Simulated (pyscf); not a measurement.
H₃Si–NH–SiH₂–SiH₃ (SMILES [SiH3]N[SiH2][SiH3]) → SiH₄ (SMILES [SiH4]) + H₂Si=N–SiH₃ (SMILES [SiH2]=N[SiH3]), an elimination (singlet surface; Si–Si, H–N broken, H–Si formed). Structures and frequencies: ωB97X-D3(BJ)/def2-SVP in PySCF. Energies in kcal/mol from the reactant's lowest minimum found.

Small-basis levels: PySCF, no dispersion term, spherical d functions. AM1 to PM7: differences of heats of formation from MOPAC, which are fitted to 298 K values and so differ in kind from electronic energies by zero-point and thermal terms. Cost: rough CPU time at the saddle relative to B3LYP/6-31G*, from one job on a shared machine.

| level | barrier | reaction energy | cost |
|---|---|---|---|
| HF/STO-3G | ? | +88.5 | 0.03 |
| HF/6-31G* | 97.1 | +43.3 | 0.09 |
| MP2/6-31G* | 83.6 | +40.9 | 0.1 |
| SVWN5/6-31G* | 71.4 | +53.6 | 0.9 |
| BP86/6-31G* | 72.6 | +41.2 | 1 |
| PBE/6-31G* | 72.9 | +44.5 | 1 |
| M06-2X/6-31G* | ? | +47.9 | 2 |
| B3LYP/6-311+G** | 75.6 | +40.9 | 2 |
| PBE/def2-SVP | 71.2 | +46.2 | 2 |
| AM1 | 84.3 | +24.2 | under 0.02 |
| PM3 | 69.7 | +44.2 | under 0.02 |
| PM7 | 98.4 | +30.9 | under 0.02 |
| ωB97M-D3(BJ)/def2-TZVP | ? | +45.0 | – |

### Question
What belongs in the gaps?

### Answer

- HF/STO-3G, barrier: 178.7
- M06-2X/6-31G*, barrier: 82.3
- ωB97M-D3(BJ)/def2-TZVP, barrier: 75.3

Against the last row the barrier runs from -5.6 (PM3) to +103.4 kcal/mol (HF/STO-3G). ωB97M-D3(BJ)/def2-TZVP has limits of its own. At the saddle there is also a short H–Si contact that neither side keeps. H₃Si–NH–SiH₂–SiH₃ lies 15.2 kcal/mol over its isomer H₃Si–N(SiH₃)–SiH₃ (electronic energy, ωB97M-D3(BJ)/def2-TZVP). H₂Si=N–SiH₃ lies 10.1 kcal/mol over its isomer :HSi–NH–SiH₃ [singlet] (electronic energy, ωB97M-D3(BJ)/def2-TZVP). This is the saddle that the search found; another between the same sides may lie lower.
